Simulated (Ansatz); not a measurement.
α-quartz (SiO2), treated with LDA (Ansatz, a first-principles code, plane waves, PAW).

Numerical settings: plane-wave cutoff 520 eV, 6×6×4 k mesh (along the axes of the cell as run), scalar-relativistic PAW data made under PBE.

Computed at the level's own relaxed cell.

Hill averages of the elastic tensor: K = 34.6 GPa, G = 38.3 GPa. Volume 12.224 Å³/atom, mean atomic mass 20.028 u.

Problem. Work out the density, the sound velocities of a polycrystal and the elastic Debye temperature at this level.

Solution. ρ = 1.66054 × 20.028/12.224 = 2.721 g/cm³. v_l = √[(K + 4G/3)/ρ] = 5.611 km/s and v_t = √(G/ρ) = 3.752 km/s. The mean follows from 3/v_m³ = 1/v_l³ + 2/v_t³: v_m = 4.100 km/s. Θ_D = (ħ/k_B) v_m (6π²/V)^(1/3) = 76.38 K Å s/km × 4.100 × 1.6920 Å⁻¹ = 530 K, counting all atoms of the cell.
